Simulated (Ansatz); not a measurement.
## C5H10O, SMILES CCC1CCO1: a ranking of conformers, step by step

Program: the Python package of Ansatz (0.2.0).

Notebook, run cell by cell (the value of a cell's last expression is shown):

**Cell 1**
```python
import ansatz as az
from rdkit import Chem
from rdkit.Chem import AllChem
```

**Cell 2**
```python
rd = Chem.AddHs(Chem.MolFromSmiles("CCC1CCO1"))
ids = list(AllChem.EmbedMultipleConfs(rd, numConfs=20, randomSeed=30, pruneRmsThresh=0.4))
field = [energy for _, energy in AllChem.MMFFOptimizeMoleculeConfs(rd)]
distinct = {round(e, 2): i for i, e in zip(ids, field)}
chosen = sorted(distinct.items())[:3]
found = []
for force_field, index in chosen:
    mol = az.Crystal.molecule()
    for atom, xyz in zip(rd.GetAtoms(), rd.GetConformer(index).GetPositions()):
        mol = mol.atom(atom.GetSymbol(), xyz.round(5).tolist())
    setup = mol.calculation().basis(gaussian="cc-pVDZ").functional("b3lyp")
    found.append(setup.run(threads=1, pin="off").report["free_energy_ev"])
print("conformer   MMFF (kcal/mol)   this level (kcal/mol)")
for (force_field, index), e in zip(chosen, found):
    print(f"{index:9d} {force_field - chosen[0][0]:17.2f} {23.060548 * (e - min(found)):17.3f}")
```
Output:
```text
conformer   MMFF (kcal/mol)   this level (kcal/mol)
        6              0.00             0.343
        8              0.16             0.000
        7              1.78             0.085
```

What to keep in mind:
- The conformers keep their force-field geometries.
- b3lyp holds the VWN-RPA fit, as in Gaussian; the form of ORCA and Turbomole is b3lyp5.
- The whole script took 18 s on 1 thread of Arm Neoverse V1 (shared host), peak memory 0.4 GiB.
